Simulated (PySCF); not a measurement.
A species of formula C4H5Cl has this rotational fingerprint, computed with PBE0-D3(BJ)/def2-SVP geometry optimisation, gas phase (PySCF):

* Rotational constants: A = 10437, B = 2918, C = 2716 MHz
* Dipole components: |μa| = 2.49 D, |μb| = 1.13 D, |μc| = 0.00 D
* Inertial defect: -35.53 u·Å²
* κ: -0.95

Question: Which candidate fits, each taken in the one conformer that was computed?
A. `[CH2:1]=[CH:2]/[CH:3]=[CH:4]\[Cl:5]` with C1–C2–C3–C4 180°
B. `C=C1C[C@H]1Cl`
C. `Cl[C@H]1[C@H]2C[C@@H]12`

Answer: C. It is Cl[C@H]1[C@H]2C[C@@H]12, a near-prolate asymmetric top, point group Cs. The candidates at the same level (rigid rotor, commonest isotopes):

```tsv
SMILES	A (MHz)	B (MHz)	C (MHz)	μa (D)	μb (D)	μc (D)	Δ (u·Å²)	point group	rotor
C=C1C[C@H]1Cl	8366	2680	2211	1.49	0.73	0.43	-20.39	C1	asymmetric top
C=C/C=C\Cl	12729	1941	1684	0.89	0.88	0.00	0.00	Cs	near-prolate asymmetric top
Cl[C@H]1[C@H]2C[C@@H]12	10437	2918	2716	2.49	1.13	0.00	-35.53	Cs	near-prolate asymmetric top
```

`C=C1C[C@H]1Cl` has A 20 % too low; `C=C/C=C\Cl` has C 38 % too low. In the right answer the mirror of this Cs structure is the ab plane, so μc vanishes by symmetry. No structure here is proved a minimum.
